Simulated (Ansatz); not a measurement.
This Ansatz (an electronic-structure program) input (PBE/aug-cc-pV(T+d)Z) gives -40.46556 Eh with 138 basis functions. A basis named .json is the Basis Set Exchange file of that set (core-valence sets with the plain set on hydrogen).

Ansatz 0.2 input:
```yaml
crystal:
  periodic: [false, false, false]
  atoms:
    - {symbol: C, position_ang: [-0.00000000, 0.00000000, -0.00000000]}
    - {symbol: H, position_ang: [0.62054657, 0.62688914, 0.63896175]}
    - {symbol: H, position_ang: [-0.64285838, -0.62489528, 0.61852983]}
    - {symbol: H, position_ang: [0.63693263, -0.63278043, -0.61664082]}
    - {symbol: H, position_ang: [-0.61462083, 0.63078657, -0.64085076]}
basis:
  gaussian:
    orbitals: aug-cc-pV_T+d_Z.json
    final_grid: {core_spheres: 4, valence_spheres: 3, degree: 11}
hamiltonian:
  xc: {name: PBE}
magnetization: {spin_polarized: false}
```

Change:
```diff
- final_grid: {core_spheres: 4, valence_spheres: 3, degree: 11}
+ fitting: {mean_field: def2-SV_P_-JKFIT.json}
```

**Question.** What does the run give now?

**Answer.** -40.46358 Eh (PBE/aug-cc-pV(T+d)Z, 138 functions), a change of +1.98 mEh.
